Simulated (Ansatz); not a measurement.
One geometry of H5OPSi, SMILES `[SiH3]OP`, several functionals.

```yaml
crystal:
  periodic: [false, false, false]
  atoms:
    - {symbol: Si, position_ang: [-0.741076, 0.921482, -0.518516]}
    - {symbol: O, position_ang: [0.508234, -0.112816, -0.217256]}
    - {symbol: P, position_ang: [0.707150, -1.143408, 1.049265]}
    - {symbol: H, position_ang: [-1.873473, 0.194858, -1.148770]}
    - {symbol: H, position_ang: [-0.224601, 1.949780, -1.450840]}
    - {symbol: H, position_ang: [-1.207065, 1.550045, 0.744921]}
    - {symbol: H, position_ang: [2.123630, -1.048667, 1.160062]}
    - {symbol: H, position_ang: [0.799402, -2.368472, 0.325234]}
basis:
  gaussian: {orbitals: def2-TZVPP}
hamiltonian: {xc: hse06, dispersion: d4}
output: {orbitals: {seedname: orbitals}}
```

```sh
$ ansatz run in.yaml --threads 2 --pin off --events-out ev --progress --plain --max-ram 4352MiB
```

Output, abridged:

```
Functional definition: HSE06
1037 factors; their error is unknown
92 factors; integrals over basis functions are off by at most 1.1e-6 eV
mean field evaluation 1: about -19283.7499 eV, gradient 4.8e1 eV
mean field evaluation 2: about -19271.8332 eV, gradient 9.2e1 eV
mean field evaluation 4: about -19287.5073 eV, gradient 1.8e0 eV
mean field evaluation 8: about -19287.5345 eV, gradient 2.9e-2 eV
mean field -19287.53447544 eV, -708.8038184119 hartree, gradient 5.9e-5 eV, S^2 0.000000; 0 other end points of the search recorded, 0 dependent functions left out
reference -19287.53451860 eV, -708.8038199980 hartree; 21, 21 occupied and 164, 164 virtual orbitals, 1037 factors
Total energy: -19287.65173982 eV, -708.8081277984 hartree
```

Hardware: 2 threads of an AMD EPYC 7B13 on a shared host. Wall time 2.2 s, peak host memory 0.42 GiB.

The same input with `hamiltonian: {xc: {name: LC-wPBE}}` (abridged; 1.9 s):

```
Functional definition: LC-wPBE
mean field evaluation 16: about -19290.8072 eV, gradient 4.9e-5 eV
mean field -19290.80723730 eV, -708.9240901919 hartree, gradient 4.9e-5 eV, S^2 0.000000
Total energy: -19290.80723731 eV, -708.9240901922 hartree
```

Changing it to `hamiltonian: {xc: {name: B3LYP}, dispersion: d4}` and forces (abridged; 2.7 s):

```
Functional definition: B3LYP
mean field -19298.56948799 eV, -709.2093476434 hartree, gradient 4.3e-5 eV, S^2 0.000000
Total energy: -19298.81232143 eV, -709.2182716079 hartree
Atom 0 force    -0.121657     0.155018    -0.094168 eV/Å
Atom 1 force    -0.015216     0.089180    -0.109222 eV/Å
Atom 2 force     0.125068    -0.202121     0.140947 eV/Å
Atom 3 force     0.065859     0.047060     0.045299 eV/Å
Atom 4 force    -0.044613    -0.058231     0.061113 eV/Å
Atom 5 force     0.025511    -0.039032    -0.084423 eV/Å
Atom 6 force    -0.032046    -0.010235     0.013573 eV/Å
Atom 7 force    -0.002906     0.018362     0.026881 eV/Å
Dipole moment:     0.000034    -0.026755     0.000183 e Å
```

Changing it to `hamiltonian: {xc: {name: BLYP}, dispersion: d4}` (abridged; 1.5 s):

```
Functional definition: BLYP
mean field evaluation 16: about -19296.5892 eV, gradient 3.4e-5 eV
mean field -19296.58921271 eV, -709.1365738692 hartree, gradient 3.4e-5 eV, S^2 0.000000
Total energy: -19296.92026978 eV, -709.1487399923 hartree
```

The same input with `hamiltonian: {xc: {name: wB97X-V}}` (abridged; 5.5 s):

```
Functional definition: wB97X-V
mean field evaluation 16: about -19293.8649 eV, gradient 6.3e-5 eV
mean field -19293.86487179 eV, -709.0364561869 hartree, gradient 6.3e-5 eV, S^2 0.000000
Total energy: -19293.86486973 eV, -709.0364561113 hartree
```

With the line `hamiltonian: {xc: {name: B2PLYP}}` (abridged; 3.6 s):

```
Functional definition: B2PLYP
mean field evaluation 16: about -19284.5955 eV, gradient 2.6e-5 eV
mean field -19284.59554621 eV, -708.6958147548 hartree, gradient 6.2e-6 eV, S^2 0.000000
11 core orbitals not correlated: weight in the atoms' cores, before any rotation towards them, 1.000 or more for the frozen orbitals, at most 0.000 for the correlated occupied ones
second order -17.15511064 eV of doubles, -0.00000000 eV of singles
Total energy: -19289.22759742 eV, -708.8660394970 hartree
```

HSE06 is the plane-wave form, built on full-range PBE exchange.

B3LYP takes the VWN-RPA correlation (the form of Gaussian; ORCA's B3LYP/G).
